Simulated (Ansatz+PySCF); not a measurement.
A calculation with PySCF 2.14.0.

```python
from pyscf import gto, scf, mp

mol = gto.M(atom="""
H 0.000000 0.570640 -0.923660
O 0.000000 -0.404880 -0.909130
O 0.000000 -0.636750 0.577060
O 0.000000 0.470990 1.255730
""", basis='cc-pvtz', charge=0, spin=1)
mf = scf.UHF(mol)
mf.kernel()
pt = mp.MP2(mf, frozen=3).run()
print(mf.e_tot, pt.e_corr, pt.e_tot)
```

The script is written out from the run's settings.

Results

```json
{"Converged": "yes", "Reference energy": "-225.02348 hartree", "Correlation energy": "-0.68219 hartree", "Total energy": "-225.70568 hartree", "Spin squared of the determinant": "0.919"}
```

Caution: the unrestricted determinant is spin contaminated.
